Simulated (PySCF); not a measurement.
Stepwise substitution at one centre (Al Cl-SH). All species are isolated molecules in the gas phase. One relaxed conformer stands for each flexible species; it need not be the lowest. Strings in code marks are SMILES.

Level of theory: PySCF 2.14.0 with PBE-D3(BJ)/def2-TZVP // B3LYP-D3(BJ)/def2-TZVP. Excitations are Tamm–Dancoff values on a coarser integration grid. The basis has no diffuse functions, so Rydberg states are missing or too high.

| species | LUMO (eV) | S1–T1 gap (TDA) (eV) |
|---|---|---|
| 0 of 3 Cl replaced by SH | -2.17 | 0.24 |
| 1 of 3 Cl replaced by SH (`[SH][Al]([Cl])[Cl]` (H–S–Al–Cl torsion 180°)) | (withheld) | 0.32 |
| 2 of 3 Cl replaced by SH (`[SH][Al]([SH])[Cl]` (H–S–Al–Cl torsion 0°, Cl–Al–S–H torsion 0°)) | -1.70 | 0.22 |
| 3 of 3 Cl replaced by SH (`[SH][Al]([SH])[SH]`) | -1.50 | (withheld) |

**Question.** Some entries are withheld; supply them.

**Answer.** 
- 1 of 3 Cl replaced by SH (`[SH][Al]([Cl])[Cl]` (H–S–Al–Cl torsion 180°)), LUMO (eV): -1.91
- 3 of 3 Cl replaced by SH (`[SH][Al]([SH])[SH]`), S1–T1 gap (TDA) (eV): 0.20
